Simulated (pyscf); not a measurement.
C⁻≡N⁺–CH₃ -> cyclic C₂H₃N (SMILES C1=NC1), a rearrangement (singlet surface; C–H broken, C–C, C–H formed). PySCF, gas phase, ωB97X-D3(BJ)/def2-SVP geometries. MP2 and CC: frozen core, UHF for open shells. ΔMP2 is the change of the MP2 total energy from the triple- to the quadruple-zeta basis. Energies in kJ/mol from the reactant's lowest minimum found.

Small-basis levels: PySCF, no dispersion term, spherical d functions. 

Quick HF/6-31G* single points give ΔE‡ = 383.4 kJ/mol and ΔE = +142.8 kJ/mol. What does CCSD(T)/def2-TZVPP + ΔMP2(QZVPP) give, and how far is the quick result from it?

CCSD(T)/def2-TZVPP + ΔMP2(QZVPP) gives ΔE‡ = 280.2 kJ/mol and ΔE = +100.1 kJ/mol. HF/6-31G* lies 103.1 kJ/mol over it in the barrier and 42.7 kJ/mol over it in the reaction energy, so on this step it does not hold to within 12.6 kJ/mol. CCSD(T)/def2-TZVPP + ΔMP2(QZVPP) has limits of its own. The same reactants have a lower exit, to H₃C–C≡N (barrier +163.1 kJ/mol at ωB97M-D3(BJ), against +292.2 kJ/mol here). C⁻≡N⁺–CH₃ lies 94.2 kJ/mol over its isomer H₃C–C≡N, and others may lie lower still (electronic energy, ωB97M-D3(BJ)). cyclic C₂H₃N (SMILES C1=NC1) lies 198.0 kJ/mol over its isomer H₃C–C≡N, and others may lie lower still (electronic energy, ωB97M-D3(BJ)). This is the saddle that the search found; another between the same sides may lie lower. The CCSD(T) − MP2 part came from Ansatz, without density fitting, on the same reference.
